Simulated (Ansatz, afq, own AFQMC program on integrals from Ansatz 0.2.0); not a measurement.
Two steps: Ansatz 0.2.0 writes the Fock matrix and Cholesky factors of the valence space, and afq projects on them the lowest state that overlaps trial and start.

```yaml
crystal:
  periodic: [false, false, false]
  atoms:
    - {symbol: Ge, position_ang: [0.000000, 0.000000, 0.330803]}
    - {symbol: C, position_ang: [0.000000, 0.000000, -1.626483]}
    - {symbol: H, position_ang: [0.000000, 0.908852, -2.229454]}
    - {symbol: H, position_ang: [0.000000, -0.908852, -2.229454]}
basis:
  gaussian: {orbitals: cc-pVDZ}
magnetization: {spin_polarized: true, initial_magnetization: 2}
correlation: {method: ccsd_t, electrons: outside_noble_gas, hamiltonian_folder: ham}
```

```sh
$ ansatz run in.yaml --threads 1 --pin off --events-out ev --progress --plain --max-ram 16896MiB --backend cuda --devices 0, --max-vram 18GiB
```

afq runs on the folder ham with

```
--method free --trial cisd --walkers 4000 --time-step 0.03 --max-blocks 4000 --target-error 0.00038 --factor-cut 1e-05 --seed 2774 --times 0,0.21,0.42,0.81,1.2,1.8,2.4,3 --taylor-order 8
```

Times are imaginary, in 1/Eh. The walk had a cap of 61 s. Filled inner d shells are frozen with the cores.

Log:

```
orbitals 36  electrons 6 4  factors 287 of 548
reference energy -2114.28605682 Eh
CCSD correlation -0.20532705 Eh in 11 cycles, weight of the determinant in the CISD state 0.8873
repeat  energy at the last time / Eh  error
    10  -2114.498047  0.000124
    20  -2114.498132  0.000095
    30  -2114.498108  0.000071
time / (1/Eh)  energy / Eh  error  mean overlap
  0.00  -2114.491415  0.000022  1.1272
  0.21  -2114.494398  0.000033  1.1261
  0.42  -2114.495836  0.000041  1.1265
  0.81  -2114.497061  0.000045  1.1282
  1.20  -2114.497661  0.000044  1.1262
  1.80  -2114.497926  0.000036  1.1279
  2.40  -2114.498043  0.000065  1.1313
  3.00  -2114.498093  0.000070  1.1341
energy -2114.498093 +/- 0.000070 Eh
```

The run passed its tests (error under three times the target), which doesn't prove that it has relaxed.

Against this walk (error 1.9 meV) on the same determinant: CCSD(T) 32.3 meV higher, CCSDT(Q) 3.0 meV lower (within the noise). The error is statistical, and a free projection of finite length keeps a remainder of its start. The projection is still falling at its last time (meV from the last point: 28.1 ± 1.2 at 0.81, 11.8 ± 1.2 at 1.20, 4.6 ± 1.0 at 1.80, 1.4 ± 1.8 at 2.40, 0.0 ± 1.9 at 3.00), so its energy is a cut-off value, and the gaps above aren't errors of the other methods.

Cautions: remainder of the start not in the error; no relativity below Rb; no spin-orbit coupling; inner d shell frozen; lower spins were not checked.

The walk took 32 s on 1 × NVIDIA H100 80GB HBM3 with 2 threads of AMD EPYC 7R13 Processor (Zen 3), on a shared host (the card was shared). The log's last line is the free-projection energy.

CCSDT and higher add their correlation energy to the determinant of the CCSD(T) run, since their own runs factorise the integrals more tightly (a shift of under 2 meV). A walk keeps the symmetry of its determinant, which the program's search chose and which needn't be the lowest solution, so a lower state of the same spin and another symmetry isn't excluded.
